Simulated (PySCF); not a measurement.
## Worked example for vinyl chloride: deprotonation at atom C2

Structure: `C=CCl` (C2H3Cl). Atom numbers as in the mapped SMILES `[CH2:1]=[CH:2][Cl:3]`.

These are calculated values, PBE0-D3(BJ)/ma-def2-TZVP in PySCF (grid level 2) at geometries from PBE0-D3(BJ)/ma-def2-SVP. The prefix ma- adds one diffuse s and one diffuse p function on all atoms but H. Zero-point and thermal terms (298.15 K, 1 bar) come from unscaled PBE0-D3(BJ)/ma-def2-SVP harmonic frequencies, with soft modes damped to free rotors in the entropy.

Step: `C=CCl` → `C=[C-]Cl` + H⁺.

```
 species  charge  multiplicity       E / Eh
   C=CCl       0             1  -537.985221
C=[C-]Cl      -1             1  -537.361109
```

Thermal terms, products less reactant: Δ(H − E) = -31.32 kJ/mol, Δ(G − E) = -64.62 kJ/mol (the bare proton has no electronic energy, H = 5/2 RT). 1 Eh = 2625.50 kJ/mol.

Task: What are ΔE, ΔH and ΔG of this step?

Result: ΔE = 0.624112 Eh = 1638.61 kJ/mol; ΔH = 1607.3 kJ/mol; ΔG = 1574.0 kJ/mol, all in the gas phase at 298.15 K and 1 bar. The digits show the arithmetic; the method itself can be off by 10 kJ/mol or more.

Caveats: C1 is not listed: the run failed or kept an imaginary mode, or the ion rearranged or equalled another.
